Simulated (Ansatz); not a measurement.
Ansatz (an electronic-structure program) input (B3LYP-D3(BJ)/def2-TZVP):

Ansatz 0.2 input:
```yaml
crystal:
  periodic: [false, false, false]
  atoms:
    - {symbol: C, position_ang: [-0.18671121, 1.31091068, -0.17037678]}
    - {symbol: O, position_ang: [-0.39450807, 0.23668147, 0.63960663]}
    - {symbol: C, position_ang: [0.05016050, -0.99697489, 0.14277465]}
    - {symbol: H, position_ang: [0.55543239, 1.25068001, -0.94700374]}
    - {symbol: H, position_ang: [-0.44329239, 2.24707914, 0.28295263]}
    - {symbol: H, position_ang: [-0.12909836, -1.73518444, 0.92286677]}
    - {symbol: H, position_ang: [-0.50184058, -1.28065571, -0.76055095]}
    - {symbol: H, position_ang: [1.11975724, -0.96733957, -0.09579739]}
basis:
  gaussian:
    orbitals: def2-TZVP
hamiltonian:
  xc: b3lyp
  dispersion: d3bj
magnetization: {spin_polarized: true, initial_magnetization: 1}
relax: {f_tol: 0.002, max_steps: 150}
```

End of the output:

```
mean field: 0.46 GiB planned
mean field evaluation 64: about -4202.3129 eV, gradient 3.5e-1 eV
mean field -4202.30460709 eV, -154.4318458861 hartree, gradient 1.8e-5 eV, S^2 0.753641; 1 other end points of the search recorded, 0 dependent functions left out
the calculation of the forces begins
reference -4202.30483729 eV, -154.4318543459 hartree; 13, 12 occupied and 110, 111 virtual orbitals, 731 factors
Total energy: -4202.46770558 eV, -154.4378396453 hartree
Atom 0 at    -0.186372     1.307372    -0.165173 Å, force    -0.000578     0.001063    -0.000600 eV/Å
Atom 1 at    -0.379842     0.249488     0.654046 Å, force     0.001468    -0.001066    -0.000294 eV/Å
Atom 2 at     0.052170    -1.001577     0.139457 Å, force    -0.001253     0.000276     0.001723 eV/Å
Atom 3 at     0.573123     1.235433    -0.935560 Å, force     0.000009     0.000227    -0.000152 eV/Å
Atom 4 at    -0.470037     2.254673     0.266456 Å, force    -0.000098     0.000280    -0.000003 eV/Å
Atom 5 at    -0.124273    -1.742866     0.915477 Å, force    -0.000067    -0.000806    -0.000278 eV/Å
Atom 6 at    -0.514435    -1.265468    -0.757972 Å, force     0.000264     0.000095    -0.000453 eV/Å
Atom 7 at     1.119565    -0.971859    -0.102259 Å, force     0.000254    -0.000069     0.000057 eV/Å
Dipole moment:     0.172414    -0.190085    -0.121296 e Å
```

It need not be the lowest isomer of its formula.
